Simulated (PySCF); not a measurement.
Numbering as in the mapped SMILES `[CH:1]#[C:2][CH:3]=[O:4]` (H(Xn): hydrogen on atom n).

Level of theory: shielding tensors at B97-2/pcSseg-2 (GIAO), structure optimised with PBE0-D3(BJ)/def2-TZVP, in PySCF 2.14 (one computed conformer, non-relativistic, gas phase).

Question: List the cross peaks expected in HSQC, COSY and HMBC spectra.

Answer: 

HSQC (one-bond C–H):
| δH | δC |
| --- | --- |
| 9.53 (H(C3)) | 182.5 (C3) |
| 3.11 (H(C1)) | 88.7 (C1) |

HMBC (two and three bonds, from the bond graph):
| δH | δC |
| --- | --- |
| 9.53 (H(C3)) | 88.7 (C1), 85.6 (C2) |
| 3.11 (H(C1)) | 182.5 (C3), 85.6 (C2) |

No COSY cross peaks are expected.

Scale: ¹H (σ = 31.64 ppm) and ¹³C (σ = 185.38 ppm) against TMS (reference shieldings calculated alike).

Shifts are as computed. Against solution values, carbons near 30 ppm lie about +3 ppm off and those near 130 ppm about +7 ppm. Of 1211 compounds with measured shifts, 218 miss one by over three times the rms of a fit or turn the order of signals round; such compounds aren't used in these exercises.
